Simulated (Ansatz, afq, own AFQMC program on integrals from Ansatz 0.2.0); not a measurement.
Atomization energy of AlSiH$_{3}$, singlet, worked out

| atom | x (Å) | y (Å) | z (Å) |
| --- | --- | --- | --- |
| Si | -0.0068 | 0.0000 | 1.1479 |
| Al | -0.0741 | 0.0000 | -1.1139 |
| H | 0.8288 | 1.0249 | 0.2130 |
| H | 0.8288 | -1.0249 | 0.2130 |
| H | 0.5154 | 0.0000 | -2.5943 |

Connectivity, by distances: Si–AlH, 2 bridging H.

Basis cc-pVDZ. Only valence electrons are correlated. AFQMC by an in-house program on the Cholesky factors that Ansatz 0.2.0 writes for its CCSD(T) run. The CISD trial takes its coefficients from CCSD amplitudes. Released means that phaseless walkers are propagated on without the constraint, phases kept. ± is one standard error of the sampling.

Total energies in eV. CBS is CCSD(T) at the limit of def2-TZVPP/QZVPP (extrapolated itself); the highest rung of each member is named.

| member | count | CCSD(T)/cc-pVDZ | highest rung in cc-pVDZ | which | CCSD(T)/CBS |
| --- | --- | --- | --- | --- | --- |
| Si (triplet) | +1 | -7861.7800 | -7861.7922 | FCI | -7862.5000 |
| Al (doublet) | +1 | -6583.0131 | -6583.0229 | FCI | -6583.4221 |
| H (doublet) | +3 | -13.5861 | -13.5861 | FCI | -13.6059 |
| AlSiH₃, singlet | -1 | -14496.2193 | -14496.2691 | CCSDT(Q) | -14498.6928 |

Task: Work out the best estimate of the atomization energy: the CCSD(T)/CBS difference plus the step from CCSD(T) to the highest rung.

Result: Sums with the counts: CCSD(T)/CBS 11.9530 eV, highest rung 10.6957 eV, CCSD(T)/cc-pVDZ 10.6679 eV. The step is 10.6957 − 10.6679 = 0.0278 eV, so the best estimate is 11.9530 + (0.0278) = 11.9808 eV = 276.3 kcal/mol. The basis set is worth 1.285 eV of it. Zero-point, core-correlation and spin–orbit terms aren't in it. Past Ne the Hartree–Fock part of each CBS total tends to overshoot, since the cores don't follow the formula; that largely cancels in the difference.

Best estimates are given only where the step beyond CCSD(T) is under 0.3 eV and no member's determinant is very poor (T1 over 0.05, or 0.07 for open shells, ⟨S²⟩ too high by 0.3, two states mixed), so the hardest cases are missing from such tables.

CCSDT and higher add their correlation energy to the determinant of the CCSD(T) run, since their own runs factorise the integrals more tightly (a shift of under 2 meV). Each member of a difference takes its own highest rung, so a best estimate needn't equal the limit plus the step of one row.
